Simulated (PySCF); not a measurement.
Gas-phase reaction: 5 C3H6 (propylene) ⇌ 6 CH3 + 3 C3H4 (propyne)

Computed with PySCF and rigid-rotor harmonic-oscillator thermochemistry at 1 bar. 'Table' is the NASA 1993 thermochemical table (part measured, part estimated). † marks an energy on the PBE0/def2-TZVP geometry and frequencies; other levels use their own. 6-31G* has spherical d functions here. Open shells (unrestricted): CH3 (multiplicity 2); the rest are closed-shell singlets. B3LYP is the form with VWN-RPA correlation.

B3LYP/def2-TZVP† gives ΔH°(298 K) = 1264.3 kJ.

Problem. What does HF/6-31G* give, and where does the table lie?

Solution. HF/6-31G*: 956.5 kJ. Table: 1336.4 kJ.
